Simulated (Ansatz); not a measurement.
System: C$_{3}$H$_{8}$O, charge 0, singlet. C3H8O (SMILES CCOC).
B3LYP-D3(BJ)/def2-TZVP minimum from Ansatz (a program for electronic structure):
```
C
H 1 1.0999
H 1 1.0999 2 107.18
O 1 1.4156 2 109.77 3 119.17
C 4 1.4088 1 112.87 2 -58.78
H 5 1.0890 4 107.48 1 180.00
H 5 1.0982 6 109.00 4 120.97
H 5 1.0982 6 109.00 7 118.06
C 1 1.5130 2 110.66 3 -120.74
H 9 1.0908 1 110.53 2 179.36
H 9 1.0908 10 108.33 1 -121.24
H 9 1.0915 10 108.52 11 -117.64
```
Charge 0, spin multiplicity 1.

Total energies in cc-pVDZ, 26 correlated electrons, 4 frozen orbitals. UHF or UKS for unpaired electrons; spin-orbit terms are left out. Correlated methods leave the cores frozen. No relativity.

```csv
method,program,energy (Eh),minus CCSDT(Q) (mEh)
HF,Ansatz,-193.11882,692.50
MP2,Ansatz,-193.73951,71.81
CCSD,Ansatz,-193.79148,19.83
CCSD(T),Ansatz,-193.80921,2.11
CCSDT(Q),Ansatz,-193.81132,0.00
```

Rough core times of Ansatz's runs on a shared machine: CCSD(T) under 20 s, CCSDT(Q) 50 min.
